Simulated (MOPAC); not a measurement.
MOPAC input (PM7):

```
PM7 FORCE THERMO(298,298) PRECISE LET CHARGE=-1 GEO-OK AUX(PRECISION=9) THREADS=1
C3H3

C    -0.19502170 1   -0.08476168 1    0.81337707 1
C     0.07791001 1   -0.63843306 1   -0.38482255 1
C     0.06516938 1    0.70385429 1   -0.50652764 1
H    -0.40755928 1   -0.01202549 1    1.79518946 1
H     0.21387364 1   -1.54063328 1   -0.89704209 1
H     0.12958516 1    1.61578907 1   -0.92918215 1
```

Output:

```
 *******************************************************************************
 **                                                                           **
 **                              MOPAC v23.2.5                                **
 **                                                                           **
 *******************************************************************************
 ** MOPAC's Digital Object Identifier: https://doi.org/10.5281/zenodo.6511958 **
 **                                                                           **
 ** Please cite the open-source release paper for use of this MOPAC version:  **
 ** J. E. Moussa and J. J. P. Stewart (2026)                                  **
 ** MOPAC: An open-source semiempirical molecular orbital program             **
 ** J. Open Source Softw., 11(119), 8025, https://doi.org/10.21105/joss.08025 **
 *******************************************************************************

                              PM7 CALCULATION RESULTS

 *******************************************************************************
 *  PM7        - The PM7 Hamiltonian to be used
 *  GEO-OK     - OVERRIDE INTERATOMIC DISTANCE AND OTHER SAFETY CHECKS
 *
 *
 *
 *                 CHARGE ON SYSTEM = -1
 *
 *
 *
 *  LET        - OVERRIDE SOME SAFETY CHECKS
 *  PRECISE    - TIGHTER CRITERIA TO BE USED
 *  FORCE      - FORCE CALCULATION SPECIFIED
 *  AUX        - OUTPUT AUXILIARY INFORMATION
 *  THERMO     - THERMODYNAMIC QUANTITIES TO BE CALCULATED
 *******************************************************************************
PM7 FORCE THERMO(298,298) PRECISE LET CHARGE=-1 GEO-OK AUX(PRECISION=9) THREADS=1
 C3H3

   ATOM   CHEMICAL          X               Y               Z
  NUMBER   SYMBOL      (ANGSTROMS)     (ANGSTROMS)     (ANGSTROMS)

     1       C         -0.19502170  *  -0.08476168  *   0.81337707  *
     2       C          0.07791001  *  -0.63843306  *  -0.38482255  *
     3       C          0.06516938  *   0.70385429  *  -0.50652764  *
     4       H         -0.40755928  *  -0.01202549  *   1.79518946  *
     5       H          0.21387364  *  -1.54063328  *  -0.89704209  *
     6       H          0.12958516  *   1.61578907  *  -0.92918215  *

          CARTESIAN COORDINATES

    NO.       ATOM           X           Y           Z

     1         C         -0.1950     -0.0848      0.8134
     2         C          0.0779     -0.6384     -0.3848
     3         C          0.0652      0.7039     -0.5065
     4         H         -0.4076     -0.0120      1.7952
     5         H          0.2139     -1.5406     -0.8970
     6         H          0.1296      1.6158     -0.9292

 General Reference for PM7:
 "Optimization of Parameters for Semiempirical Methods VI: More Modifications to the
 NDDO Approximations and Re-optimization of Parameters", J. J. P. Stewart, J. Mol. Mod., 1:32, 19 (2013)
 https://link.springer.com/article/10.1007/s00894-012-1667-x

[...]
 TRAVEL (Ang.)       0.3000         C 3 -- H 6         +11.1% ( 37.3%)      4.9%
 REDUCED MASS        0.7048         C 1 -- H 4         +11.1% ( 37.3%)      4.9%
 EFFECTIVE MASS      2.8733
 FORCE CONSTANT      0.4692

 VIBRATION          8    3B2         ATOM PAIR     ENERGY CONTRIBUTION    RADIAL
 FREQUENCY          1301.28         C 1 -- C 2         +27.9% ( 84.5%)     69.8%
 TRANSITION DIPOLE   7.7899         C 2 -- C 3         +27.9% ( 84.5%)     69.9%
 TRAVEL (Ang.)       0.1132         C 1 -- C 3         +16.5% ( 65.0%)      0.0%
 REDUCED MASS        4.0450         C 2 -- H 5         +10.3% ( 51.5%)      0.0%
 EFFECTIVE MASS     12.0823
 FORCE CONSTANT      4.0356

 VIBRATION          9    3A1         ATOM PAIR     ENERGY CONTRIBUTION    RADIAL
 FREQUENCY          1912.43         C 1 -- C 2         +30.6% ( 78.8%)     91.4%
 TRANSITION DIPOLE   0.4272         C 2 -- C 3         +30.6% ( 78.8%)     91.4%
 TRAVEL (Ang.)       0.1028         C 1 -- C 3         +15.1% ( 55.4%)    100.0%
 REDUCED MASS        3.3349         C 2 -- H 5         +13.2% ( 51.7%)    100.0%
 EFFECTIVE MASS     11.4085
 FORCE CONSTANT      7.1863

 VIBRATION         10    4A1         ATOM PAIR     ENERGY CONTRIBUTION    RADIAL
 FREQUENCY          2831.98         C 2 -- H 5         +93.1% ( 99.3%)    100.0%
 TRANSITION DIPOLE   0.3042         C 2 -- C 3          +2.9% ( 17.6%)     70.6%
 TRAVEL (Ang.)       0.1616         C 1 -- C 2          +2.9% ( 17.6%)     70.6%
 REDUCED MASS        0.9114         C 3 -- H 6          +0.5% (  7.4%)     99.2%
 EFFECTIVE MASS      1.6795
 FORCE CONSTANT      4.3066

 VIBRATION         11    4B2         ATOM PAIR     ENERGY CONTRIBUTION    RADIAL
 FREQUENCY          2895.68         C 1 -- H 4         +48.7% ( 70.9%)    100.0%
 TRANSITION DIPOLE   1.6023         C 3 -- H 6         +48.7% ( 70.9%)    100.0%
 TRAVEL (Ang.)       0.2238         C 1 -- C 3          +1.1% ( 10.7%)      0.0%
 REDUCED MASS        0.4651         C 1 -- C 2          +0.8% (  9.0%)     89.9%
 EFFECTIVE MASS      1.4193
 FORCE CONSTANT      2.2978

 VIBRATION         12    5A1         ATOM PAIR     ENERGY CONTRIBUTION    RADIAL
 FREQUENCY          2923.03         C 1 -- H 4         +46.0% ( 69.8%)    100.0%
 TRANSITION DIPOLE   0.4403         C 3 -- H 6         +46.0% ( 69.8%)    100.0%
 TRAVEL (Ang.)       0.2239         C 1 -- C 3          +3.2% ( 18.3%)    100.0%
 REDUCED MASS        0.4600         C 1 -- C 2          +2.0% ( 14.4%)     99.6%
 EFFECTIVE MASS      1.8633
 FORCE CONSTANT      2.3159

      SYMMETRY NUMBER FOR POINT-GROUP C2v =  2

          SYSTEM IS A GROUND STATE

 C3H3

          MOLECULE IS NOT LINEAR

          THERE ARE 12 GENUINE VIBRATIONS IN THIS SYSTEM
          THIS THERMODYNAMICS CALCULATION IS LIMITED TO
          MOLECULES WHICH HAVE NO INTERNAL ROTATIONS

                    CALCULATED THERMODYNAMIC PROPERTIES
                                          *
   TEMP. (K)   PARTITION FUNCTION   H.O.F.    ENTHALPY  HEAT CAPACITY ENTROPY
                                   KCAL/MOL   CAL/MOLE    CAL/K/MOL  CAL/K/MOL

 298.00  VIB.     0.1319D+01                   467.4774     5.0637     2.1190
         ROT.     0.3818D+04                   888.2803     2.9808    19.3700
         INT.     0.5036D+04                  1355.7577     8.0445    21.4890
         TRA.     0.2360D+27                  1480.4672     4.9680    36.9133
         TOT.                      105.399    2836.2248    13.0125    58.4023

   *: NOTE: HEATS OF FORMATION ARE RELATIVE TO THE
            ELEMENTS IN THEIR STANDARD STATE AT 298K
              (=  Standard Enthalpy of Formation).

            Hvib:  Zero-point energy is not included.
                   frequencies of less than zero cm-1 are not included.
            Hrot = (3/2)RT
            Htra = (3/2)RT + pV = (5/2)RT

            Heat capacity is Cp, not Cv

          For more information, see: HTTP://OpenMOPAC.net/Manual/thermochemistry.html

           FORCE CONSTANT IN CARTESIAN COORDINATES (Millidynes/A)

    ATOM   CHEMICAL       X               Y               Z
   NUMBER   SYMBOL  FORCE CONSTANT  FORCE CONSTANT  FORCE CONSTANT

      1       C       13.814119        3.248391        0.385507
      2       C       13.779892        9.868163        1.481864
      3       C        2.761854       14.300656        0.385507
      4       H        4.181877        0.950021        0.103716
      5       H        3.134629        1.860137        0.401320
      6       H        0.459506        4.672392        0.103716

 **********************
 *                    *
 * JOB ENDED NORMALLY *
 *                    *
 **********************

 == MOPAC DONE ==
```

The dipole moment of an ion depends on the origin.
